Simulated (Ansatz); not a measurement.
## Breaking a bond in BH2O (SMILES [BH]O)

BH2O has 4 atoms, charge 0, and is taken as a doublet. SMILES: `[BH]O`. The coordinates come from a PBE0-D4/def2-TZVP relaxation.

```xyz
4

B    -0.0061   -0.4855    0.3883
O     0.1197    0.5445   -0.4486
H    -1.0642   -1.0324    0.5403
H     1.0061    0.9132   -0.5003
```

The B1–H3 distance is scanned; the parts on either side stay rigid. Basis STO-3G, 2 core orbitals frozen in the correlated methods; program Ansatz 0.2.0. FCI is exact within this basis and core. Energies in eV from each method's value at 1.201 Å; open shells run as named. The shape above is that at 1.201 Å.

```csv
distance (Å),UHF,USVWN5,UPBE0,RPA@PBE,UMP2,UCCSD,UCCSD(T),FCI
1.201,0.00,0.00,0.00,0.00,0.00,0.00,0.00,0.00
1.501,1.25,0.93,1.00,0.86,1.07,0.93,0.92,0.92
1.801,2.92,2.39,2.55,2.28,2.85,2.39,2.36,2.35
2.402,3.89,4.37,4.19,3.81,3.92,3.74,3.71,3.70
3.002,3.98,4.82,4.40,3.62,3.97,3.78,3.75,3.74
```

Departure from the FCI curve at its largest: UHF +0.57 eV at 1.80 Å; USVWN5 +1.08 eV at 3.00 Å; UPBE0 +0.66 eV at 3.00 Å; RPA@PBE -0.12 eV at 3.00 Å; UMP2 +0.50 eV at 1.80 Å; UCCSD +0.04 eV at 2.40 Å; UCCSD(T) +0.01 eV at 1.80 Å. The curve of RPA@PBE turns over, which the reference doesn't. For the functionals part of the departure is owed to the small basis.
